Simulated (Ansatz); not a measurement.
`F[BH][AlH2]` at its PBE0-D4/def2-TZVP geometry, where that method's forces vanish. Charge 0, multiplicity 1.

```csv
atom,x (Å),y (Å),z (Å)
F1,-0.317,-1.655,1.298
B2,0.277,-0.515,0.960
Al3,-0.236,0.496,-0.879
H4,1.098,-0.128,1.760
H5,-1.383,1.601,-0.913
H6,0.560,0.201,-2.226
```

Q: For each bond, give half the difference of the two atoms' forces along it (eV/Å; positive pushes the atoms apart) under PBE-D4, r2SCAN-D4, B3LYP-D4, ωB97M-V in def2-TZVPP. (An estimate is asked.)

A: Computed: 
```
  bond  length (Å)  PBE-D4  r2SCAN-D4  B3LYP-D4  ωB97M-V
 F1–B2       1.329    0.47       0.20      0.23     0.27
B2–Al3       2.161   -0.20      -0.06      0.00    -0.04
 B2–H4       1.210    0.04      -0.02     -0.14    -0.16
Al3–H5       1.592    0.09      -0.01     -0.06    -0.10
Al3–H6       1.592    0.09      -0.01     -0.06    -0.10
```

B3LYP here is the variant with VWN-RPA as its local correlation; programs differ in this.
